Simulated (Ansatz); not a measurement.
Ansatz (a program for electronic structure) input (B3LYP-D3(BJ)/def2-TZVP):

Ansatz 0.2 input:
```yaml
crystal:
  periodic: [false, false, false]
  atoms:
    - {symbol: C, position_ang: [-0.00257369, 0.00264711, 0.95899048]}
    - {symbol: C, position_ang: [-0.01384634, 0.01581856, 2.15354739]}
    - {symbol: C, position_ang: [0.00908145, -0.01329568, -0.49803486]}
    - {symbol: H, position_ang: [0.02467391, 1.01044731, -0.86810652]}
    - {symbol: H, position_ang: [0.89558333, -0.54205573, -0.84418160]}
    - {symbol: H, position_ang: [-0.88438115, -0.52012751, -0.85874479]}
basis:
  gaussian:
    orbitals: def2-TZVP
hamiltonian:
  xc: b3lyp
  dispersion: d3bj
magnetization: {spin_polarized: true, initial_magnetization: 1}
relax: {f_tol: 0.002, max_steps: 150}
```

End of the output:

```
mean field: 0.35 GiB planned
mean field -3156.02644265 eV, -115.9818325359 hartree, gradient 7.4e-6 eV, S^2 0.763291; 0 other end points of the search recorded, 0 dependent functions left out
the calculation of the forces begins
reference -3156.02665930 eV, -115.9818404974 hartree; 11, 10 occupied and 100, 101 virtual orbitals, 672 factors
relax step  30: F+E_penalty+E_count = -3156.17083340 eV  Δ(F+E_penalty+E_count) = -1.840e-5 eV  max|allowed force component| = 2.814e-3 eV/Å  Δτ_max = 0.0019 Å  (66 SCF iters, accepted)
these checks for a lower state are left out or cut short: starts, cluster_reference, orbital_swaps, neighbouring_geometries, increment
integrals: 0.02 GiB planned
672 factors; their error is unknown
mean field: 0.35 GiB planned
mean field evaluation 448: about -3156.0262 eV, gradient 2.9e-1 eV
mean field -3156.02644221 eV, -115.9818325198 hartree, gradient 5.4e-6 eV, S^2 0.763283; 0 other end points of the search recorded, 0 dependent functions left out
the calculation of the forces begins
reference -3156.02665885 eV, -115.9818404812 hartree; 11, 10 occupied and 100, 101 virtual orbitals, 672 factors
relax step  31: F+E_penalty+E_count = -3156.17083414 eV  Δ(F+E_penalty+E_count) = -7.390e-7 eV  max|allowed force component| = 8.556e-4 eV/Å  Δτ_max = 0.0005 Å  (67 SCF iters, accepted)
integrals: 0.02 GiB planned
672 factors; their error is unknown
mean field: 0.35 GiB planned
mean field evaluation 480: about -3156.0256 eV, gradient 3.9e-1 eV
mean field evaluation 512: about -3156.0035 eV, gradient 1.6e0 eV
mean field -3156.02644221 eV, -115.9818325198 hartree, gradient 2.4e-6 eV, S^2 0.763283; 5 other end points of the search recorded, 0 dependent functions left out
the calculation of the forces begins
reference -3156.02665885 eV, -115.9818404812 hartree; 11, 10 occupied and 100, 101 virtual orbitals, 672 factors
Total energy: -3156.17105078 eV, -115.9871467867 hartree
Atom 0 at     0.117365     0.068985     0.959902 Å, force    -0.000066     0.000178     0.000304 eV/Å
Atom 1 at    -0.130336    -0.049161     2.178231 Å, force     0.000066     0.000017    -0.000478 eV/Å
Atom 2 at     0.037107     0.002578    -0.485640 Å, force     0.000571     0.000328     0.000028 eV/Å
Atom 3 at     0.013146     1.001288    -0.926941 Å, force     0.000148    -0.000781     0.000362 eV/Å
Atom 4 at     0.875434    -0.559335    -0.903023 Å, force    -0.000855     0.000431     0.000020 eV/Å
Atom 5 at    -0.884178    -0.510922    -0.779059 Å, force     0.000137    -0.000172    -0.000236 eV/Å
Dipole moment:     0.115906     0.054185    -0.640543 e Å
```

It need not be the lowest isomer of its formula.
